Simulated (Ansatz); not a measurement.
We consider 1T (CdI2-type) HfS2, described by PBE in Ansatz (PAW).

Numerical settings: plane-wave cutoff 500 eV, 12×12×8 k mesh (along the axes of the cell as run), Fermi–Dirac smearing 0.05 eV, scalar-relativistic PAW data made under PBE.

Cell (relaxed at this level):

```yaml
crystal:
  lattice:
    - [3.65153, 0.00000, 0.00000]
    - [-1.82577, 3.16232, 0.00000]
    - [0.00000, 0.00000, 6.83040]
  atoms:
    - { symbol: Hf, position: [0.00000, 0.00000, 0.00000] }
    - { symbol: S, position: [0.66667, 0.33333, 0.78822] }
    - { symbol: S, position: [0.33333, 0.66667, 0.21178] }
```

**Question.** Give the computed band gap.

**Answer.** 
- band gap: 1.25 eV (on the SCF k mesh)

Measured, for comparison: band gap 1.8 eV (temperature not stated, no zero-point or thermal correction, fundamental, indirect, our sources range from 1.80 to 1.96; as tabulated in Rybak et al. (2022), arXiv:2210.12074).

Note: the cell comes from a level without a dispersion term, which matters for the spacing of layers, chains or molecules; the cell has widely spaced layers and the level no dispersion term, so their spacing and the moduli can rest on weak binding.

Spin–orbit coupling is not included.

The computed numbers hold no vibrational or temperature effects.

Ansatz is a program for electronic structure.
